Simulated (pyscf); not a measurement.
## Four-centre exchange: Cl–BH–Cl + H₂C=CH₂ -> H₂C=CH–B(Cl)–Cl + H₂

Gas phase, singlet surface, charge 0. Bonds broken: B2–H4, C5–H7. Bonds formed: B2–C5, H4–H7. Single points on ωB97X-D3(BJ)/def2-SVP structures (PySCF, gas phase).

Transition state (Å):

```xyz
10

Cl    -1.0716    -0.4250     2.0127
B     -1.1843    -0.8541     0.2599
Cl    -0.6151    -2.4723    -0.2992
H     -2.4499    -0.7791    -0.0336
C     -0.4538     0.3429    -0.7438
C     -0.0634     1.5311    -0.2678
H     -1.7993    -0.0137    -0.5281
H     -0.1438    -0.0042    -1.7356
H      0.5988     2.1872    -0.8431
H     -0.3698     1.8678     0.7283
```

One imaginary mode, 1240i cm⁻¹; descent along it reached the two sides named.

```tsv
bond	change	reactant side (Å)	saddle	product side
B2–H4	breaks	1.198	1.301	3.0
C5–H7	breaks	1.095	1.409	3.5
B2–C5	forms	3.2	1.724	1.550
H4–H7	forms	3.2	1.120	0.760
```

Electronic energies relative to the separated reactants (eV):

```json
[
 {"level": "ωB97X-D3(BJ)/def2-TZVP", "barrier": "1.46", "reaction energy": "-0.10", "reverse barrier": "1.56"},
 {"level": "PBE/def2-TZVP", "barrier": "1.24", "reaction energy": "-0.07", "reverse barrier": "1.31"},
 {"level": "r²SCAN/def2-TZVP", "barrier": "1.30", "reaction energy": "-0.12", "reverse barrier": "1.42"},
 {"level": "B3LYP-D3(BJ)/def2-TZVP", "barrier": "1.52", "reaction energy": "-0.09", "reverse barrier": "1.60"},
 {"level": "PBE0-D3(BJ)/def2-TZVP", "barrier": "1.24", "reaction energy": "-0.10", "reverse barrier": "1.34"},
 {"level": "M06-2X/def2-TZVP", "barrier": "1.49", "reaction energy": "-0.08", "reverse barrier": "1.57"},
 {"level": "ωB97M-D3(BJ)/def2-TZVP", "barrier": "1.50", "reaction energy": "-0.05", "reverse barrier": "1.55"},
 {"level": "HF/def2-TZVP", "barrier": "2.51", "reaction energy": "+0.18", "reverse barrier": "2.34"}
]
```

With ωB97M-D3(BJ)/def2-TZVP energies and thermal terms (ideal gas, 1 atm, RRHO with modes under 100 cm⁻¹ raised to 100, one conformer, R ln 2 for chiral ones without a mode under 150 cm⁻¹), in eV:

```csv
T (K),ΔH‡,ΔG‡,ΔH,ΔG
298,1.46,1.94,-0.19,-0.10
600,1.47,2.43,-0.12,-0.03
900,1.50,2.90,-0.07,0.00
1200,1.54,3.36,-0.04,+0.03
```

At the saddle there is also a short B–H contact that neither side keeps. The same reactants have a lower exit, to Cl–BH–CH₂–CH₂–Cl (barrier +0.91 eV at ωB97M-D3(BJ)/def2-TZVP, against +1.50 eV here). This is the saddle that the search found; another between the same sides may lie lower.
